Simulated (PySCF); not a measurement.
## The first ionisation energy along group 14

Calculated with PySCF 2.14 from differences of total energies of unrestricted determinants, without spin-orbit coupling. Values in eV. The last column holds reference values (NIST; (s) semi-empirical, (t) theoretical, else measured). Unmarked ones compare directly (S terms, centres of terms, or small fine structure); those marked * lie between the lowest fine-structure levels and include a spin-orbit shift.

| element | configurations | UHF | PBE | PBE0 | SCS-MP2 (valence) | CCSD (valence) | CCSD(T) (valence) | reference |
| --- | --- | --- | --- | --- | --- | --- | --- | --- |
| C (aug-cc-pVQZ-DK, spin-free X2C) | [He] 2s2 2p2 → [He] 2s2 2p1 | 10.795 | 11.537 | 11.510 | 11.145 | 11.173 | 11.204 | 11.262 |
| Si (aug-cc-pVQZ-DK, spin-free X2C) | [Ne] 3s2 3p2 → [Ne] 3s2 3p1 | 7.626 | 8.187 | 8.209 | 7.977 | 8.079 | 8.125 | 8.157 |
| Ge (aug-cc-pVQZ-DK, spin-free X2C) | [Ar] 3d10 4s2 4p2 → [Ar] 3d10 4s2 4p1 | 7.402 | 7.880 | 7.914 | 7.703 | 7.796 | 7.829 | 7.925 |
| Sn (aug-cc-pVQZ-DK3, spin-free X2C) | [Kr] 4d10 5s2 5p2 → [Kr] 4d10 5s2 5p1 | 6.850 | 7.267 | 7.312 | 7.115 | 7.201 | 7.231 | 7.389 |
| Pb (aug-cc-pVQZ-DK3, spin-free X2C) | [Xe] 4f14 5d10 6s2 6p2 → [Xe] 4f14 5d10 6s2 6p1 | 6.575 | n/a | n/a | 6.800 | 6.892 | 6.913 | 7.417 * |

```
           method  elements  mean error (eV)  mean absolute error (eV)  largest error (eV)
              UHF         4           -0.515                     0.515              -0.540
              PBE         4            0.034                     0.118               0.275
             PBE0         4            0.053                     0.097               0.248
SCS-MP2 (valence)         4           -0.198                     0.198              -0.275
   CCSD (valence)         4           -0.121                     0.121              -0.188
CCSD(T) (valence)         4           -0.086                     0.086              -0.159
```

For Pb a determinant mixes LS terms or the coupling is close to jj, so these rows are model values.

Errors include the incompleteness of the basis and the frozen core.

"Valence" correlates the outer s and p shells and, in groups 3 to 12 and the f block, the outer d or f shell, open or full, or the next shell where the ion has no valence electron left; the wider scheme adds the next inner shell.
